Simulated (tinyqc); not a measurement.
UHF in the sto-3g basis, for H2O+, spin multiplicity 2, step by step (part 2 of 2). This run ends on a higher stationary point, not on the lowest solution. Computed by tinyqc, a small Python program that keeps every step (integrals from PySCF). Command: `OMP_NUM_THREADS=1 python tinyqc.py 29079 29080 out.jsonl` (the two numbers bound the seeds that draw the settings). One thread of a shared host (Intel(R) Xeon(R) Processor @ 2.60GHz), about 0.1 s of CPU time with the checks.

Geometry (angstrom):

| atom | x | y | z |
|---|---|---|---|
| O | 0.0000 | 0.0000 | 0.0000 |
| H | 0.0000 | 0.8550 | 0.5960 |
| H | 0.0000 | -0.8820 | 0.6150 |

## Iteration 14 (converged): orbitals

converged F(alpha) (hartree), lower triangle:
```
           1O 1s    1O 2s   1O 2px   1O 2py   1O 2pz    2H 1s    3H 1s
1O 1s   -20.8328
1O 2s    -5.3047  -2.9722
1O 2px    0.0000   0.0000  -0.9020
1O 2py    0.0001  -0.0015   0.0000  -0.9005
1O 2pz   -0.0266  -0.1245   0.0000  -0.0096  -0.8289
2H 1s    -1.0046  -1.1108   0.0000  -0.5546  -0.4406  -0.9631
3H 1s    -0.9292  -1.0531   0.0000   0.5397  -0.4295  -0.3554  -0.9311
```

converged F(beta) (hartree), lower triangle:
```
           1O 1s    1O 2s   1O 2px   1O 2py   1O 2pz    2H 1s    3H 1s
1O 1s   -20.8243
1O 2s    -5.2880  -2.8641
1O 2px    0.0000   0.0000  -0.8772
1O 2py    0.0000  -0.0164   0.0000  -0.2818
1O 2pz   -0.0254  -0.1307   0.0000   0.0021  -0.8603
2H 1s    -0.9975  -1.0318   0.0000  -0.2990  -0.4070  -0.6923
3H 1s    -0.9226  -0.9691   0.0000   0.2812  -0.3982  -0.3969  -0.6536
```

X:
```
              1        2        3       4        5        6       7
1O 1s   -0.3323   0.0535   0.7409  0.0000  -0.6128  -0.0056  0.1751
1O 2s    1.0762  -0.1365  -0.2786  0.0000  -0.2882  -0.0092  0.4478
1O 2px   0.0000   0.0000   0.0000  1.0000   0.0000   0.0000  0.0000
1O 2py   0.1341   0.8892  -0.0019  0.0000   0.0037   0.6747  0.0117
1O 2pz   0.4675  -0.0598   0.6586  0.0000   0.6449  -0.0058  0.1961
2H 1s   -0.8016  -0.6916  -0.1731  0.0000   0.1426   0.3725  0.3891
3H 1s   -0.5535   0.8690  -0.1800  0.0000   0.1465  -0.3954  0.3708
```

Diagonalise F' = X^T F X, C = X C', fill 5 alpha and 4 beta electrons from the bottom; D(s) = C_occ C_occ^T. Each column has its largest component positive (the first on a tie).

F' = X^T F X (alpha) (hartree), lower triangle:
```
         1        2        3        4        5        6        7
1  -0.5983
2   0.1370   0.0628
3   1.9809  -0.3789  -9.4016
4   0.0000   0.0000   0.0000  -0.9020
5  -1.5353   0.3091   8.7819   0.0000  -9.9148
6  -0.0057   0.0199   0.0948   0.0000  -0.1062  -1.1526
7   0.3226  -0.0890  -4.0742   0.0000   4.3258   0.0489  -3.6228
```

orbital energies (alpha) (hartree): MO1 -20.8413, MO2 -1.7758, MO3 -1.1520, MO4 -0.9345, MO5 -0.9020, MO6 -0.0157, MO7 0.0920

coefficients C (alpha):
```
            MO1      MO2      MO3      MO4     MO5      MO6      MO7
1O 1s    0.9943  -0.2388   0.0045   0.0961  0.0000   0.1135   0.0215
1O 2s    0.0249   0.8817  -0.0248  -0.4853  0.0000  -0.7099  -0.1421
1O 2px   0.0000   0.0000   0.0000   0.0000  1.0000   0.0000   0.0000
1O 2py   0.0001   0.0027   0.6617  -0.0115  0.0000   0.1378  -0.8983
1O 2pz   0.0034   0.1301   0.0197   0.7873  0.0000  -0.6791  -0.1095
2H 1s   -0.0052   0.1395   0.3997   0.2728  0.0000   0.6229   0.9054
3H 1s   -0.0048   0.1311  -0.3905   0.3046  0.0000   0.8536  -0.6465
```

F' = X^T F X (beta) (hartree), lower triangle:
```
         1        2        3        4        5        6        7
1  -0.5551
2   0.1484   0.2257
3   1.9643  -0.3698  -9.3937
4   0.0000   0.0000   0.0000  -0.8772
5  -1.5961   0.3265   8.7667   0.0000  -9.9025
6  -0.0005   0.1072   0.1072   0.0000  -0.0970  -0.5112
7   0.2662  -0.0811  -4.1308   0.0000   4.3334   0.0520  -3.4663
```

orbital energies (beta) (hartree): MO1 -20.8322, MO2 -1.6554, MO3 -0.9101, MO4 -0.8772, MO5 -0.5241, MO6 0.0508, MO7 0.2679

coefficients C (beta):
```
            MO1      MO2      MO3     MO4      MO5      MO6      MO7
1O 1s    0.9945  -0.2435   0.0849  0.0000   0.0044   0.1122  -0.0090
1O 2s    0.0240   0.9165  -0.4168  0.0000  -0.0237  -0.7203   0.0683
1O 2px   0.0000   0.0000   0.0000  1.0000   0.0000   0.0000   0.0000
1O 2py   0.0002   0.0095  -0.0111  0.0000   0.5480   0.0635   0.9795
1O 2pz   0.0034   0.1591   0.8480  0.0000   0.0084  -0.6027   0.0517
2H 1s   -0.0052   0.1035   0.2151  0.0000   0.4845   0.7354  -0.7929
3H 1s   -0.0049   0.0943   0.2206  0.0000  -0.4884   0.8167   0.6679
```

D(alpha) after iteration 14, lower triangle:
```
          1O 1s    1O 2s  1O 2px   1O 2py  1O 2pz    2H 1s   3H 1s
1O 1s    1.0550
1O 2s   -0.2326   1.0142
1O 2px   0.0000   0.0000  1.0000
1O 2py   0.0013  -0.0084  0.0000   0.4380
1O 2pz   0.0480  -0.2678  0.0000   0.0043  0.6372
2H 1s   -0.0105  -0.0195  0.0000   0.2617  0.2408   0.2537
3H 1s   -0.0086  -0.0227  0.0000  -0.2615  0.2492  -0.0547  0.2625
```

D(beta) after iteration 14, lower triangle:
```
          1O 1s    1O 2s  1O 2px   1O 2py  1O 2pz   2H 1s   3H 1s
1O 1s    1.0556
1O 2s   -0.2347   1.0142
1O 2px   0.0000   0.0000  1.0000
1O 2py  -0.0031   0.0133  0.0000   0.0002
1O 2pz   0.0366  -0.2076  0.0000  -0.0079  0.7443
2H 1s   -0.0121   0.0051  0.0000  -0.0014  0.1989  0.0570
3H 1s   -0.0091  -0.0056  0.0000  -0.0016  0.2021  0.0573  0.0576
```

## Convergence

Stop when the energy changes by less than 1e-10 hartree and every element of the error matrix X^T (F D S - S D F) X (for each spin) is below 3e-06.

Course of the cycle:

| iteration | E (hartree) | change | largest element of the error matrix |
|---|---|---|---|
| 1 | -26.161415 | - | 1.71e-01 |
| 2 | -73.769350 | -4.76e+01 | 3.81e-01 |
| 3 | -74.383712 | -6.14e-01 | 9.84e-02 |
| 4 | -74.399696 | -1.60e-02 | 2.47e-02 |
| 5 | -74.401446 | -1.75e-03 | 1.03e-02 |
| 6 | -74.402281 | -8.34e-04 | 3.31e-03 |
| 7 | -74.402627 | -3.46e-04 | 5.86e-03 |
| 8 | -74.402277 | 3.50e-04 | 1.33e-03 |
| 9 | -74.402265 | 1.18e-05 | 2.23e-04 |
| 10 | -74.402266 | -2.44e-07 | 3.82e-05 |
| 11 | -74.402266 | -1.38e-08 | 1.84e-05 |
| 12 | -74.402266 | -1.62e-09 | 5.82e-06 |
| 13 | -74.402266 | -3.94e-10 | 4.77e-07 |
| 14 | -74.402266 | -6.25e-13 | 1.61e-07 |

PySCF UHF in the same basis, after a stability check = -74.668075 hartree

Converged in 14 iterations. But the solution lies 0.26581 hartree above the reference: it is another stationary point, not the lowest one. Reruns (cap 100 unless said): damping 0.5: not converged; level shift 0.5: converged in 99 to a higher stationary point; atomic densities as start, DIIS 8: converged in 11.

## Populations, bond orders and dipole

overlap S, lower triangle:
```
         1O 1s   1O 2s  1O 2px   1O 2py  1O 2pz   2H 1s   3H 1s
1O 1s   1.0000
1O 2s   0.2367  1.0000
1O 2px  0.0000  0.0000  1.0000
1O 2py  0.0000  0.0000  0.0000   1.0000
1O 2pz  0.0000  0.0000  0.0000   0.0000  1.0000
2H 1s   0.0441  0.4207  0.0000   0.2974  0.2073  1.0000
3H 1s   0.0407  0.4007  0.0000  -0.2872  0.2002  0.1808  1.0000
```

Mulliken: Z minus the diagonal of D S on the atom; Loewdin: the same with S^(1/2) D S^(1/2); Mayer order: 2 sum_s sum (D(s) S)_ij (D(s) S)_ji over the two atoms.

Charges (e):

| atom | Mulliken | Loewdin | Mulliken spin |
|---|---|---|---|
| 1O | -0.0529 | 0.0806 | 0.4849 |
| 2H | 0.5273 | 0.4564 | 0.2531 |
| 3H | 0.5256 | 0.4629 | 0.2619 |

Mayer bond orders:

| pair | order |
|---|---|
| 2-1 | 0.6308 |
| 3-1 | 0.6281 |
| 3-2 | 0.0270 |

dipole moment about the origin, x y z (debye): 0.0000  -0.0910  3.5122

<S^2> of the determinant (pure state: 0.75) = 0.7610
